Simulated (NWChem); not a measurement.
# nitrogen dioxide (NO2, doublet); SMILES [O]N=O

In the optimisation the excess spin sits in a1 (C2v, its own frame).

Task: Give the equilibrium geometry at PBE0/def2-SVP, spin-unrestricted (NWChem) as a list of bonds and angles, with the point group.

Result: point group C2v; any orientation.
Bonded distances (Å): O1–N2 1.183, N2–O3 1.183. Angles (°): O1–N2–O3 135.0.
